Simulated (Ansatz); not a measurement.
Input file for `BNB`:

```yaml
crystal:
  periodic: [false, false, false]
  atoms:
    - {symbol: B, position_ang: [-0.828179, 0.654936, -0.693284]}
    - {symbol: N, position_ang: [0.259966, 0.377739, 0.170776]}
    - {symbol: B, position_ang: [0.695222, -0.910854, 0.567731]}
    - {symbol: H, position_ang: [-1.449436, -0.261407, -1.140095]}
    - {symbol: H, position_ang: [-1.097756, 1.791243, -0.954065]}
    - {symbol: H, position_ang: [0.770999, 1.169496, 0.536526]}
    - {symbol: H, position_ang: [1.631569, -1.014224, 1.305594]}
    - {symbol: H, position_ang: [0.109715, -1.864129, 0.150917]}
basis:
  gaussian: {orbitals: def2-SVP}
correlation: {method: ccsd_t}
```

```sh
$ ansatz run in.yaml --threads 2 --pin off --events-out ev --progress --plain
```

Log, shortened:

```
Functional definition: HF
689 factors; integrals over basis functions are off by at most 9.4e-4 eV
mean field evaluation 1: about -2901.6502 eV, gradient 2.7e1 eV
mean field evaluation 2: about -2901.6509 eV, gradient 2.7e1 eV
mean field evaluation 4: about -2903.5740 eV, gradient 3.0e0 eV
mean field evaluation 8: about -2903.6012 eV, gradient 1.8e-4 eV
mean field -2903.60124672 eV, -106.7053776854 hartree, gradient 1.1e-6 eV, S^2 0.000000; 0 other end points of the search recorded, 0 dependent functions left out
3 core orbitals not correlated: weight in the atoms' cores, before any rotation towards them, 1.000 or more for the frozen orbitals, at most 0.000 for the correlated occupied ones
reference -2903.60124672 eV, -106.7053776854 hartree; 8, 8 occupied and 56, 56 virtual orbitals, 689 factors
second order -9.23012479 eV of doubles, -0.00000000 eV of singles
cycle   1  -9.92602689 eV  change   -7.0e-1 eV  update   7.2e-2
cycle   2  -10.23903678 eV  change   -3.1e-1 eV  update   2.1e-2
cycle   3  -10.28721297 eV  change   -4.8e-2 eV  update   9.1e-3
cycle   4  -10.28288713 eV  change    4.3e-3 eV  update   2.5e-3
cycle   5  -10.28297960 eV  change   -9.2e-5 eV  update   8.1e-4
cycle   6  -10.28280190 eV  change    1.8e-4 eV  update   2.0e-4
cycle   7  -10.28277244 eV  change    2.9e-5 eV  update   4.4e-5
cycle   8  -10.28276953 eV  change    2.9e-6 eV  update   1.5e-5
perturbative correction -0.27610462 eV, -0.0101466576 hartree
Total energy: -2914.16012087 eV, -107.0934091533 hartree
```

Hardware: 2 threads of a server CPU on a shared host. Wall time 0.5 s, peak host memory 0.2 GiB.

The correlation energy is -10.559 eV, 2.6 % of it from (T); the T1 diagnostic reads 0.0118.
